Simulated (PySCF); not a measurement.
Isomers of C4H3FO.

All values: B3LYP/def2-SVPD (PySCF) at GFN2-xTB geometries, gas phase, one conformer each. Core orbitals are frozen in the response; Δα² is half the sum of the squared differences of the principal polarisabilities.

(1) Rank by HOMO–LUMO gap, lowest first.
A. `C(#CC)C(F)=O`
B. `[CH:1]#[C:2][CH2:3][C:4](=[O:5])[F:6]` with C2–C3–C4–O5 106°
C. `[O:1]=[C:2]=[CH:3]/[CH:4]=[CH:5]/[F:6]` with C2–C3–C4–C5 180°
D. `[O:1]=[c:2]1[cH:3][c:4]1[CH2:5][F:6]` with C3–C4–C5–F6 0°
E. `O=C1C=C(F)C1`
F. `O=C1C=C[C@@H]1F`

(2) Rank by polarisability anisotropy Δα, lowest first.
A. `CC#CC(=O)F`
B. `[O:1]=[C:2]=[CH:3]/[CH:4]=[CH:5]/[F:6]` with C2–C3–C4–C5 180°
C. `[CH:1]#[C:2][CH2:3][C:4](=[O:5])[F:6]` with C2–C3–C4–O5 106°
D. `CC1=C(F)C1=O`

(3) Rank by dipole moment, lowest first.
A. `[O:1]=[C:2]=[CH:3]/[CH:4]=[CH:5]/[F:6]` with C2–C3–C4–C5 180°
B. `O=C1C=C[C@@H]1F`
C. `O=C1C=C(F)C1`
D. `Cc1c(F)c1=O`
E. `[CH:1]#[C:2][CH2:3][C:4](=[O:5])[F:6]` with C2–C3–C4–O5 106°
F. `[O:1]=[C:2]=[CH:3]/[CH:4]=[CH:5]\[F:6]` with C2–C3–C4–C5 180°

## Answers

(1) C (4.53 eV), F (5.23 eV), D (5.53 eV), E (5.73 eV), A (6.20 eV), B (6.92 eV).

(2) C (3.21 Å³), D (3.53 Å³), A (6.65 Å³), B (8.22 Å³).

(3) F (1.05 D), A (1.45 D), C (2.36 D), E (2.78 D), B (4.09 D), D (4.34 D).

All values together:

```json
{"SMILES": "C#CCC(=O)F", "μ (D)": "2.78", "HOMO (eV)": "-8.22", "LUMO (eV)": "-1.30", "α (Å³)": "7.23", "Δα (Å³)": "3.21"}
{"SMILES": "Cc1c(F)c1=O", "μ (D)": "4.34", "HOMO (eV)": "-7.18", "LUMO (eV)": "-0.87", "α (Å³)": "7.29", "Δα (Å³)": "3.53"}
{"SMILES": "O=C1C=C(F)C1", "μ (D)": "2.36", "HOMO (eV)": "-7.40", "LUMO (eV)": "-1.67", "α (Å³)": "7.18", "Δα (Å³)": "3.67"}
{"SMILES": "O=C=C/C=C\\F", "μ (D)": "1.05", "HOMO (eV)": "-6.27", "LUMO (eV)": "-1.62", "α (Å³)": "8.32", "Δα (Å³)": "8.15"}
{"SMILES": "O=c1cc1CF", "μ (D)": "2.69", "HOMO (eV)": "-7.01", "LUMO (eV)": "-1.48", "α (Å³)": "7.21", "Δα (Å³)": "3.69"}
{"SMILES": "CC#CC(=O)F", "μ (D)": "4.77", "HOMO (eV)": "-8.33", "LUMO (eV)": "-2.13", "α (Å³)": "7.92", "Δα (Å³)": "6.65"}
{"SMILES": "O=C1C=C[C@@H]1F", "μ (D)": "4.09", "HOMO (eV)": "-7.47", "LUMO (eV)": "-2.24", "α (Å³)": "7.13", "Δα (Å³)": "3.24"}
{"SMILES": "O=C=C/C=C/F", "μ (D)": "1.45", "HOMO (eV)": "-6.22", "LUMO (eV)": "-1.69", "α (Å³)": "8.29", "Δα (Å³)": "8.22"}
```

Conformers: `[CH:1]#[C:2][CH2:3][C:4](=[O:5])[F:6]` with C2–C3–C4–O5 106°; `[O:1]=[C:2]=[CH:3]/[CH:4]=[CH:5]\[F:6]` with C2–C3–C4–C5 180°; `[O:1]=[c:2]1[cH:3][c:4]1[CH2:5][F:6]` with C3–C4–C5–F6 0°; `[O:1]=[C:2]=[CH:3]/[CH:4]=[CH:5]/[F:6]` with C2–C3–C4–C5 180°.
